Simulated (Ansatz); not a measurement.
Relaxation of C3H6O3 (12 atoms, charge 0, multiplicity 1), to a largest force component of 0.015 eV/Å in at most 40 steps.

These are results of RKS PBE-D4/def2-SVP in Ansatz, not measurements.

```xyz
12
Properties=species:S:1:pos:R:3
C -0.032 -2.146 -0.108
O -0.569 -0.773 -0.286
C 0.304 0.166 0.144
C 0.150 1.482 0.090
O -1.099 1.941 -0.436
O 0.975 2.414 0.533
H -0.819 -2.787 -0.487
H 0.873 -2.240 -0.708
H 0.100 -2.305 0.981
H 1.268 -0.211 0.585
H -1.615 1.150 -0.655
H 0.541 3.252 0.381
```

**Question.** Where does it end, and by what steps?

**Answer.** It converged. After 16 steps the energy has fallen by 0.517 eV; H8 moved furthest, 0.83 Å.

```json
{"step": "0", "energy less start (eV)": "0.0000", "largest force component (eV/Å)": "3.782", "accepted": "yes"}
{"step": "1", "energy less start (eV)": "-0.2992", "largest force component (eV/Å)": "2.167", "accepted": "yes"}
{"step": "2", "energy less start (eV)": "-0.4212", "largest force component (eV/Å)": "0.526", "accepted": "yes"}
{"step": "3", "energy less start (eV)": "-0.4385", "largest force component (eV/Å)": "0.118", "accepted": "yes"}
{"step": "4", "energy less start (eV)": "-0.4414", "largest force component (eV/Å)": "0.107", "accepted": "yes"}
{"step": "5", "energy less start (eV)": "-0.4433", "largest force component (eV/Å)": "0.035", "accepted": "yes"}
{"step": "6", "energy less start (eV)": "-0.4461", "largest force component (eV/Å)": "0.062", "accepted": "yes"}
{"step": "7", "energy less start (eV)": "-0.4611", "largest force component (eV/Å)": "0.094", "accepted": "yes"}
{"step": "8", "energy less start (eV)": "-0.4702", "largest force component (eV/Å)": "0.209", "accepted": "yes"}
{"step": "9", "energy less start (eV)": "-0.4738", "largest force component (eV/Å)": "0.548", "accepted": "yes"}
{"step": "10", "energy less start (eV)": "-0.5014", "largest force component (eV/Å)": "0.416", "accepted": "yes"}
{"step": "11", "energy less start (eV)": "-0.4815", "largest force component (eV/Å)": "0.592", "accepted": "no"}
{"step": "12", "energy less start (eV)": "-0.5140", "largest force component (eV/Å)": "0.090", "accepted": "yes"}
{"step": "13", "energy less start (eV)": "-0.5156", "largest force component (eV/Å)": "0.042", "accepted": "yes"}
{"step": "14", "energy less start (eV)": "-0.5167", "largest force component (eV/Å)": "0.027", "accepted": "yes"}
{"step": "15", "energy less start (eV)": "-0.5168", "largest force component (eV/Å)": "0.053", "accepted": "yes"}
{"step": "16", "energy less start (eV)": "-0.5169", "largest force component (eV/Å)": "0.008", "accepted": "yes"}
```

```xyz
12
Properties=species:S:1:pos:R:3
C -0.124 -1.963 -0.240
O -0.645 -0.791 0.373
C 0.327 0.157 0.687
C 0.155 1.384 0.134
O -0.886 1.653 -0.695
O 0.959 2.442 0.365
H -0.979 -2.633 -0.458
H 0.419 -1.733 -1.185
H 0.579 -2.497 0.441
H 1.134 -0.101 1.389
H -1.404 0.815 -0.709
H 0.541 3.212 -0.067
```

The run took 43 s on 2 threads of Intel(R) Xeon(R) Platinum 8488C (Sapphire Rapids) (shared host), peak memory 0.16 GiB.
